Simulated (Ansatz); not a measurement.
# H₃O+: geometry and frequencies at several levels

The task, for H₃O+: geometry and frequencies at several levels. Charge +1.

Program: Ansatz 0.2.0. Level of theory: the levels named in each step. These are calculated values, not measurements.

## (1) The structure to begin with

Bond lengths: O1–H2 0.984 Å, O1–H3 0.984 Å, O1–H4 0.984 Å. Angles: H2–O1–H3 112.0°, H2–O1–H4 112.0°, H3–O1–H4 112.0°.

Coordinates:

```xyz
4

O     0.0001    0.0008    0.0452
H    -0.5764   -0.7490   -0.2247
H    -0.3582    0.8669   -0.2527
H     0.9324   -0.1301   -0.2397
```

## (2) A rough first relaxation, PBE-D4/def2-SVP

This run stands in another session on the same molecule. It ended at:

```xyz
4

O     0.0002    0.0009    0.0544
H    -0.5796   -0.7533   -0.2277
H    -0.3602    0.8718   -0.2559
H     0.9377   -0.1308   -0.2428
```

## (3) Relaxation, PBE0-D4/def2-TZVPP

This run stands in another session on the same molecule. It ended at:

```xyz
4

O     0.0001    0.0006    0.0343
H    -0.5744   -0.7464   -0.2211
H    -0.3569    0.8640   -0.2491
H     0.9292   -0.1296   -0.2361
```

## (4) Relaxation, CCSD(T)/cc-pV(T+d)Z

Input file input.yaml:

```yaml
crystal:
  periodic: [false, false, false]
  atoms:
    - { symbol: O, position_ang: [0.00010242, 0.00058433, 0.0342941] }
    - { symbol: H, position_ang: [-0.57439729, -0.74640844, -0.2211293] }
    - { symbol: H, position_ang: [-0.35692743, 0.8640198, -0.24907477] }
    - { symbol: H, position_ang: [0.9292123, -0.12957569, -0.23608003] }
total_charge: 1
basis:
  gaussian: { orbitals: "cc-pV(T+d)Z.json" }
correlation:
  method: ccsd_t
relax:
  f_tol: 0.002
  max_steps: 40
```

The run is started by

```bash
$ ansatz run input.yaml --threads 2 --pin off --max-ram 5120MiB --backend cpu --events-out ev --progress --plain --runs-dir out
```

The log of the run (excerpt; [...] marks lines left out):

```text
Warning: RAYON_NUM_THREADS=2 ignored (pool sized by the plan → 2); use --threads N
[...]
Functional definition: HF
[...]
479 factors; integrals over basis functions are off by at most 4.3e-4 eV
[...]
mean field -2077.29947432 eV, -76.3393476370 hartree, gradient 4.9e-6 eV, S^2 0.000000; 1 other end points of the search recorded, 0 dependent functions left out
1 core orbitals not correlated: weight in the atoms' cores, before any rotation towards them, 1.000 or more for the frozen orbitals, at most 0.000 for the correlated occupied ones
reference -2077.29947432 eV, -76.3393476370 hartree; 4, 4 occupied and 67, 67 virtual orbitals, 479 factors
second order -6.98637288 eV of doubles, -0.00000000 eV of singles
cycle   1  -7.07327363 eV  change   -8.7e-2 eV  update   3.4e-2
[...]
perturbative correction -0.19000532 eV, -0.0069825668 hartree
[...]
relax step   1: F+E_penalty+E_count = -2084.70301408 eV  Δ(F+E_penalty+E_count) = +0.000e0 eV  max|allowed force component| = 1.689e-1 eV/Å  Δτ_max = 0.0000 Å  (51 SCF iters, accepted)
[...]
relax step   4: F+E_penalty+E_count = -2084.70493628 eV  Δ(F+E_penalty+E_count) = -2.011e-6 eV  max|allowed force component| = 2.727e-2 eV/Å  Δτ_max = 0.0011 Å  (31 SCF iters, accepted)
[...]
relax step   5: F+E_penalty+E_count = -2084.70496262 eV  Δ(F+E_penalty+E_count) = -2.634e-5 eV  max|allowed force component| = 1.728e-4 eV/Å  Δτ_max = 0.0008 Å  (32 SCF iters, accepted)
479 factors; integrals over basis functions are off by at most 4.6e-4 eV
[...]
mean field -2077.29175196 eV, -76.3390638456 hartree, gradient 2.9e-6 eV, S^2 0.000000; 2 other end points of the search recorded, 0 dependent functions left out
1 core orbitals not correlated: weight in the atoms' cores, before any rotation towards them, 1.000 or more for the frozen orbitals, at most 0.000 for the correlated occupied ones
reference -2077.29175196 eV, -76.3390638456 hartree; 4, 4 occupied and 67, 67 virtual orbitals, 479 factors
second order -6.99559627 eV of doubles, -0.00000000 eV of singles
[...]
cycle   8  -7.22223376 eV  change    6.4e-6 eV  update   4.2e-6
perturbative correction -0.19097691 eV, -0.0070182721 hartree
[...]
Total energy: -2084.70496263 eV, -76.6114943130 hartree
Atom 0 at     0.000153     0.000871     0.051202 Å, force     0.000000     0.000003     0.000173 eV/Å
Atom 1 at    -0.571248    -0.742407    -0.226844 Å, force     0.000040     0.000051    -0.000059 eV/Å
Atom 2 at    -0.354979     0.859134    -0.254636 Å, force     0.000025    -0.000062    -0.000057 eV/Å
Atom 3 at     0.924064    -0.128978    -0.241713 Å, force    -0.000065     0.000008    -0.000058 eV/Å
Dipole moment:    -0.000951    -0.005393    -0.318186 e Å
```

Wall time 19 s (2 threads of Intel Xeon at 2.70GHz, shared host); peak memory 0.25 GiB.

Relaxation path:

| step | energy from step 1 (eV) | largest force component (eV/Å) |
| --- | --- | --- |
| 1 | 0.0000 | 0.1689 |
| 2 | -0.0010 | 0.1232 |
| 3 | -0.0019 | 0.0283 |
| 4 | -0.0019 | 0.0273 |
| 5 | -0.0019 | 0.0002 |

Step 1 is the start.

Before: Bond lengths: O1–H2 0.976 Å, O1–H3 0.976 Å, O1–H4 0.976 Å. Angles: H2–O1–H3 112.7°, H2–O1–H4 112.7°, H3–O1–H4 112.7°.

After: Bond lengths: O1–H2 0.978 Å, O1–H3 0.978 Å, O1–H4 0.978 Å. Angles: H2–O1–H3 111.5°, H2–O1–H4 111.5°, H3–O1–H4 111.5°.

## (5) Frequencies, CCSD(T)/cc-pV(T+d)Z

Input file input.yaml:

```yaml
crystal:
  periodic: [false, false, false]
  atoms:
    - { symbol: O, position_ang: [0.00015303, 0.00087091, 0.0512024] }
    - { symbol: H, position_ang: [-0.57124844, -0.742407, -0.22684431] }
    - { symbol: H, position_ang: [-0.35497868, 0.85913432, -0.25463557] }
    - { symbol: H, position_ang: [0.92406409, -0.12897823, -0.24171251] }
total_charge: 1
basis:
  gaussian: { orbitals: "cc-pV(T+d)Z.json" }
correlation:
  method: ccsd_t
phonons: {}
```

The run is started by

```bash
$ ansatz run input.yaml --threads 2 --pin off --max-ram 5120MiB --backend cpu --events-out ev --progress --plain --runs-dir out
```

The log of the run (excerpt; [...] marks lines left out):

```text
Warning: RAYON_NUM_THREADS=2 ignored (pool sized by the plan → 2); use --threads N
[...]
[... 1 set-up line as earlier in the session ...]
[...]
482 factors; integrals over basis functions are off by at most 2.9e-4 eV
[...]
mean field -2077.29175218 eV, -76.3390638537 hartree, gradient 4.7e-6 eV, S^2 0.000000; 1 other end points of the search recorded, 0 dependent functions left out
1 core orbitals not correlated: weight in the atoms' cores, before any rotation towards them, 1.000 or more for the frozen orbitals, at most 0.000 for the correlated occupied ones
reference -2077.29175218 eV, -76.3390638537 hartree; 4, 4 occupied and 67, 67 virtual orbitals, 482 factors
second order -6.99559682 eV of doubles, -0.00000000 eV of singles
cycle   1  -7.08069442 eV  change   -8.5e-2 eV  update   3.4e-2
[...]
perturbative correction -0.19097679 eV, -0.0070182676 hartree
[...]
482 factors; integrals over basis functions are off by at most 2.9e-4 eV
[...]
1 core orbitals not correlated: weight in the atoms' cores, before any rotation towards them, 1.000 or more for the frozen orbitals, at most 0.000 for the correlated occupied ones
reference -2077.29114003 eV, -76.3390413577 hartree; 4, 4 occupied and 67, 67 virtual orbitals, 482 factors
second order -6.99619005 eV of doubles, -0.00000000 eV of singles
[...]
cycle   8  -7.22276662 eV  change    6.5e-6 eV  update   4.2e-6
perturbative correction -0.19103866 eV, -0.0070205413 hartree
[...]
Total energy: -2084.70496263 eV, -76.6114943129 hartree
Atom 0 at     0.000153     0.000871     0.051202 Å, force     0.000000     0.000003     0.000169 eV/Å
Atom 1 at    -0.571248    -0.742407    -0.226844 Å, force     0.000039     0.000050    -0.000057 eV/Å
Atom 2 at    -0.354979     0.859134    -0.254636 Å, force     0.000024    -0.000060    -0.000055 eV/Å
Atom 3 at     0.924064    -0.128978    -0.241713 Å, force    -0.000064     0.000008    -0.000056 eV/Å
Dipole moment:    -0.000951    -0.005393    -0.318186 e Å
Vibrations: 903.20 1699.92 1699.94 3604.31 3701.56 3701.59 cm⁻¹, zero-point energy 0.949131 eV
```

Run time: 44 s. Hardware: 2 threads of Intel Xeon at 2.70GHz, shared host; peak memory 0.25 GiB.

Harmonic frequencies (cm⁻¹; negative: imaginary): 903, 1700, 1700, 3604, 3702, 3702.

## (6) Relaxation, CCSD(T)/cc-pwCVTZ, all electrons

input.yaml, as its differences from that of step 5:

```diff
@@ -9,5 +9,8 @@
 basis:
-  gaussian: { orbitals: "cc-pV(T+d)Z.json" }
+  gaussian: { orbitals: cc-pwCVTZ.json }
 correlation:
   method: ccsd_t
-phonons: {}
+  frozen_orbitals: { H: 0, O: 0 }
+relax:
+  f_tol: 0.002
+  max_steps: 40
```

The run is started by

```bash
$ ansatz run input.yaml --threads 2 --pin off --max-ram 5120MiB --backend cpu --events-out ev --progress --plain --runs-dir out
```

The log of the run (excerpt; [...] marks lines left out):

```text
Warning: RAYON_NUM_THREADS=2 ignored (pool sized by the plan → 2); use --threads N
[...]
[... 1 set-up line as earlier in the session ...]
[...]
543 factors; integrals over basis functions are off by at most 2.8e-4 eV
[...]
mean field -2077.29495235 eV, -76.3391814578 hartree, gradient 1.3e-6 eV, S^2 0.000000; 0 other end points of the search recorded, 0 dependent functions left out
reference -2077.29495235 eV, -76.3391814578 hartree; 5, 5 occupied and 80, 80 virtual orbitals, 543 factors
second order -8.53072581 eV of doubles, -0.00000000 eV of singles
cycle   1  -8.62279907 eV  change   -9.2e-2 eV  update   3.5e-2
[...]
perturbative correction -0.20920845 eV, -0.0076882689 hartree
[...]
relax step   1: F+E_penalty+E_count = -2086.27980932 eV  Δ(F+E_penalty+E_count) = +0.000e0 eV  max|allowed force component| = 6.535e-2 eV/Å  Δτ_max = 0.0000 Å  (42 SCF iters, accepted)
[...]
543 factors; integrals over basis functions are off by at most 2.8e-4 eV
[...]
mean field -2077.29887651 eV, -76.3393256680 hartree, gradient 8.5e-6 eV, S^2 0.000000; 1 other end points of the search recorded, 0 dependent functions left out
reference -2077.29887651 eV, -76.3393256680 hartree; 5, 5 occupied and 80, 80 virtual orbitals, 543 factors
second order -8.52695908 eV of doubles, -0.00000000 eV of singles
[...]
cycle   8  -8.77230198 eV  change    4.9e-6 eV  update   3.4e-6
perturbative correction -0.20876416 eV, -0.0076719415 hartree
[...]
Total energy: -2086.27994265 eV, -76.6693737611 hartree
Atom 0 at     0.000144     0.000818     0.048098 Å, force     0.000000     0.000003     0.000154 eV/Å
Atom 1 at    -0.571253    -0.742400    -0.225809 Å, force    -0.000787    -0.001019    -0.000032 eV/Å
Atom 2 at    -0.354980     0.859164    -0.253601 Å, force    -0.000489     0.001189    -0.000070 eV/Å
Atom 3 at     0.924080    -0.128962    -0.240678 Å, force     0.001275    -0.000173    -0.000052 eV/Å
Dipole moment:    -0.000940    -0.005328    -0.314368 e Å
```

It took 37 s on 2 threads of Intel Xeon at 2.70GHz, shared host; peak memory 0.36 GiB.

Step by step:

```csv
step,energy from step 1 (eV),largest force component (eV/Å)
1,0.0000,0.0653
2,-0.0001,0.0338
3,-0.0001,0.0048
4,-0.0001,0.0013
```

Step 1 is the start.

Before: Bond lengths: O1–H2 0.978 Å, O1–H3 0.978 Å, O1–H4 0.978 Å. Angles: H2–O1–H3 111.5°, H2–O1–H4 111.5°, H3–O1–H4 111.5°.

After: Bond lengths: O1–H2 0.977 Å, O1–H3 0.977 Å, O1–H4 0.977 Å. Angles: H2–O1–H3 111.7°, H2–O1–H4 111.7°, H3–O1–H4 111.7°.

## (7) Relaxation, CCSD(T)/cc-pwCVQZ, all electrons

Input file input.yaml:

```yaml
crystal:
  periodic: [false, false, false]
  atoms:
    - { symbol: O, position_ang: [0.00014374, 0.00081829, 0.04809771] }
    - { symbol: H, position_ang: [-0.57125318, -0.74239964, -0.22580922] }
    - { symbol: H, position_ang: [-0.35498044, 0.85916375, -0.25360086] }
    - { symbol: H, position_ang: [0.92407988, -0.1289624, -0.24067763] }
total_charge: 1
basis:
  gaussian: { orbitals: cc-pwCVQZ.json }
correlation:
  method: ccsd_t
  frozen_orbitals: { H: 0, O: 0 }
relax:
  f_tol: 0.002
  max_steps: 40
```

The run is started by

```bash
$ ansatz run input.yaml --threads 2 --pin off --max-ram 5120MiB --backend cpu --events-out ev --progress --plain --runs-dir out
```

The log of the run (excerpt; [...] marks lines left out):

```text
Warning: RAYON_NUM_THREADS=2 ignored (pool sized by the plan → 2); use --threads N
[...]
[... 1 set-up line as earlier in the session ...]
[...]
1172 factors; integrals over basis functions are off by at most 2.0e-4 eV
[...]
mean field -2077.46645377 eV, -76.3454840188 hartree, gradient 1.9e-6 eV, S^2 0.000000; 0 other end points of the search recorded, 0 dependent functions left out
reference -2077.46645377 eV, -76.3454840188 hartree; 5, 5 occupied and 169, 169 virtual orbitals, 1172 factors
second order -9.15011864 eV of doubles, -0.00000000 eV of singles
cycle   1  -9.17837689 eV  change   -2.8e-2 eV  update   3.5e-2
[...]
perturbative correction -0.22946096 eV, -0.0084325347 hartree
[...]
relax step   1: F+E_penalty+E_count = -2087.03097265 eV  Δ(F+E_penalty+E_count) = +0.000e0 eV  max|allowed force component| = 7.926e-2 eV/Å  Δτ_max = 0.0000 Å  (43 SCF iters, accepted)
[...]
1172 factors; integrals over basis functions are off by at most 2.0e-4 eV
[...]
mean field -2077.47108465 eV, -76.3456542004 hartree, gradient 2.4e-6 eV, S^2 0.000000; 1 other end points of the search recorded, 0 dependent functions left out
reference -2077.47108465 eV, -76.3456542004 hartree; 5, 5 occupied and 169, 169 virtual orbitals, 1172 factors
second order -9.14566232 eV of doubles, -0.00000000 eV of singles
[...]
cycle   8  -9.33119660 eV  change    1.7e-6 eV  update   5.1e-6
perturbative correction -0.22889137 eV, -0.0084116027 hartree
[...]
Total energy: -2087.03117262 eV, -76.6969809534 hartree
Atom 0 at     0.000132     0.000754     0.044283 Å, force    -0.000000     0.000001     0.000041 eV/Å
Atom 1 at    -0.571249    -0.742377    -0.224538 Å, force    -0.000034    -0.000044    -0.000013 eV/Å
Atom 2 at    -0.354976     0.859184    -0.252329 Å, force    -0.000021     0.000051    -0.000014 eV/Å
Atom 3 at     0.924083    -0.128941    -0.239406 Å, force     0.000055    -0.000008    -0.000014 eV/Å
Dipole moment:    -0.000917    -0.005200    -0.306809 e Å
```

Wall time 8.5 min (2 threads of Intel Xeon at 2.70GHz, shared host); peak memory 3.3 GiB.

Relaxation path:

| step | energy from step 1 (eV) | largest force component (eV/Å) |
| --- | --- | --- |
| 1 | 0.0000 | 0.0793 |
| 2 | -0.0001 | 0.0403 |
| 3 | -0.0002 | 0.0068 |
| 4 | -0.0002 | 0.0001 |

Step 1 is the start.

Before: Bond lengths: O1–H2 0.977 Å, O1–H3 0.977 Å, O1–H4 0.977 Å. Angles: H2–O1–H3 111.7°, H2–O1–H4 111.7°, H3–O1–H4 111.7°.

After: Bond lengths: O1–H2 0.975 Å, O1–H3 0.975 Å, O1–H4 0.975 Å. Angles: H2–O1–H3 111.9°, H2–O1–H4 111.9°, H3–O1–H4 111.9°.

## (8) The levels compared

```
                           level  O1–H2 (Å)  O1–H3 (Å)  rotational constants (MHz)  highest frequency (cm⁻¹)  CPU time
              PBE0-D4/def2-TZVPP     0.9764     0.9764      333330, 333330, 189830                         -     4.9 s
             CCSD(T)/cc-pV(T+d)Z     0.9779     0.9779      329510, 329510, 191950                      3702      35 s
CCSD(T)/cc-pwCVTZ, all electrons     0.9767     0.9767      330820, 330820, 191940                         -      66 s
CCSD(T)/cc-pwCVQZ, all electrons     0.9752     0.9752      332430, 332430, 191940                         -    16 min
```

Constants are for the commonest isotopes at the equilibrium geometry; times are CPU times of the relaxations.

## (9) Summary of results

| quantity | value |
| --- | --- |
| O1–H2 at CCSD(T)/cc-pwCVQZ, all electrons | 0.975 Å |
| O1–H3 at CCSD(T)/cc-pwCVQZ, all electrons | 0.975 Å |
| frequencies at CCSD(T)/cc-pV(T+d)Z | 903 to 3702 cm⁻¹ |

**Reading.** The O–H distance spreads over 0.003 Å, from CCSD(T)/cc-pwCVQZ, all electrons (shortest) to CCSD(T)/cc-pV(T+d)Z. No mode is imaginary, so the geometry is a minimum.
